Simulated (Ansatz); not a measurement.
# CH8BN: up Jacob's ladder to CCSD(T)

An exercise on one series of results from a longer session: the logs are not shown, and one member is left open.

The runs use Ansatz 0.2.0, Gaussian basis; functionals in def2-TZVPP, the program's frozen cores in correlated methods.

Levels to be run: LDA (SPW92), PBE-D4, revPBE-D4, BLYP-D4, r2SCAN-D4, B97M-V, PBE0-D4, B3LYP-D4, r2SCANh-D4, r2SCAN0-D4, HSE06-D4, BHLYP-D4, CAM-B3LYP-D4, LC-ωPBE, ωB97X-V, ωB97M-V, B2PLYP, PBE-QIDH; CCSD(T)/def2-SVP; CCSD(T)/def2-TZVPP; MP2/def2-QZVPP; extrapolation to the limit; RPA on PBE.

### The geometry

All runs share one geometry, relaxed beforehand with PBE0-D4 in a triple-zeta def2 set.

SMILES `[BH3-][NH2+]C`, 11 atoms, charge 0, spin multiplicity 1.

Atoms are counted from 1 here; the program's logs count them from 0.

Bond lengths: B1–N2 1.626 Å, B1–H4 1.214 Å, B1–H5 1.214 Å, B1–H6 1.214 Å, N2–C3 1.469 Å, N2–H7 1.016 Å, N2–H8 1.016 Å, C3–H9 1.089 Å, C3–H10 1.089 Å, C3–H11 1.092 Å. Angles: N2–B1–H4 105.5°, N2–B1–H5 105.4°, N2–B1–H6 105.4°, H4–B1–H5 113.2°, H4–B1–H6 113.2°, H5–B1–H6 113.1°, B1–N2–C3 114.0°, B1–N2–H7 108.2°, B1–N2–H8 108.2°, C3–N2–H7 109.9°, C3–N2–H8 109.9°, H7–N2–H8 106.4°, N2–C3–H9 108.2°, N2–C3–H10 108.2°, N2–C3–H11 111.8°, H9–C3–H10 108.3°, H9–C3–H11 110.1°, H10–C3–H11 110.1°.

Set-up of the first run:

Input file in.yaml:

```yaml
crystal:
  periodic: [false, false, false]
  atoms:
    - {symbol: B, position_ang: [-0.828358, 1.031955, -0.205076]}
    - {symbol: N, position_ang: [-0.349479, -0.497497, 0.070818]}
    - {symbol: C, position_ang: [1.107800, -0.661120, 0.155164]}
    - {symbol: H, position_ang: [-2.040875, 0.990962, -0.245446]}
    - {symbol: H, position_ang: [-0.325056, 1.341676, -1.265749]}
    - {symbol: H, position_ang: [-0.402893, 1.677497, 0.731151]}
    - {symbol: H, position_ang: [-0.783516, -0.815184, 0.932344]}
    - {symbol: H, position_ang: [-0.721032, -1.084658, -0.669946]}
    - {symbol: H, position_ang: [1.475696, -0.024131, 0.957630]}
    - {symbol: H, position_ang: [1.543466, -0.317096, -0.781264]}
    - {symbol: H, position_ang: [1.389847, -1.699402, 0.341075]}
basis:
  gaussian: {orbitals: def2-TZVPP}
hamiltonian: {xc: lda}
output: {orbitals: {seedname: orbitals}}
```

Steps of the session up to this table: LDA; PBE-D4 (GGA); revPBE-D4 (GGA); BLYP-D4 (GGA); r2SCAN-D4 (meta-GGA); B97M-V (meta-GGA); PBE0-D4 (hybrid); B3LYP-D4 (hybrid); r2SCANh-D4 (hybrid); r2SCAN0-D4 (hybrid); HSE06-D4 (hybrid); BHLYP-D4 (hybrid); CAM-B3LYP-D4 (range-separated); LC-ωPBE-D4 (range-separated; the results give it without D4); ωB97X-V (range-separated); ωB97M-V (range-separated); B2PLYP (double hybrid); PBE-QIDH (double hybrid).

One table of the session follows, with a row left open; its other results are not shown here.

It belongs to the step «Orbital energies across the functionals». 

```
  functional  HOMO (eV)  LUMO (eV)  gap (eV)
 LDA (SPW92)      -6.43      -0.74      5.69
      PBE-D4      -6.38      -0.61      5.77
   revPBE-D4      -6.35      -0.55      5.80
     BLYP-D4      -6.32      -0.64      5.68
   r2SCAN-D4      -6.68       0.13      6.81
      B97M-V      -6.79      -0.41      6.38
     PBE0-D4      -7.74       0.23      7.97
    B3LYP-D4      -7.56      -0.12      7.43
  r2SCANh-D4          ?          ?         ?
  r2SCAN0-D4      -7.94       0.73      8.66
    HSE06-D4      -7.33      -0.13      7.19
    BHLYP-D4      -9.07       0.84      9.91
CAM-B3LYP-D4      -9.22       0.99     10.21
     LC-ωPBE     -10.62       2.31     12.93
     ωB97X-V     -10.26       2.11     12.37
     ωB97M-V     -10.10       1.63     11.73
```

**Question.** Estimate the row for r2SCANh-D4.

Worked estimate for «HOMO (eV)». Against the share of exact exchange, r2SCAN-D4 (0, -6.68), r2SCAN0-D4 (0.25, -7.94) give a slope of -5.04 per unit share; at 0.1 the line stands at -7.18.

**Answer.** HOMO (eV): -7.18; LUMO (eV): 0.38; gap (eV): 7.56. In «HOMO (eV)» the line misses by 0.00.
